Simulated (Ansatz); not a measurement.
Elastic constant C12 (GPa) of solids drawn from the class of oxides, at two levels: PBE (plane waves, PAW; Ansatz, a program for electronic structure), and LDA (Ansatz, PAW).

| solid | PBE | LDA | shift (%) |
|---|---|---|---|
| cubic perovskite BaHfO3 | 78.9 | 87.7 | +11.2 |
| rock-salt MgO | 90.0 | 95.7 | +6.3 |
| anatase TiO2 (metastable phase) | 150 | 163 | +8.7 |
| corundum (α-Al2O3) | 149 | 165 | +10.7 |
| rock-salt CaO | 57.4 | 63.0 | +9.8 |
| cubic perovskite KTaO3 | 75.0 | 82.0 | +9.3 |
| rutile TiO2 | 169 | 220 | +30 |
| rutile SnO2 | 140 | 179 | +28 |
| A-type hexagonal La2O3 | 118 | 141 | +19.5 |
| stishovite (SiO2) | 163 | 223 | +37 |

The shifts run from +6.3 % to +37 %, with a median of +10.9 %.

Over all 10 rows LDA is the larger in 10.

Ansatz's runs of these crystals have no spin polarisation.

Spin–orbit coupling is left out, also for the solids with elements from indium on (cubic perovskite BaHfO3, cubic perovskite KTaO3, rutile SnO2, A-type hexagonal La2O3); its size isn't shown.

Each level is taken at its own relaxed cell. Ansatz's density-functional and Hartree–Fock values are scalar-relativistic unless marked +SOC, with PAW data made under PBE.
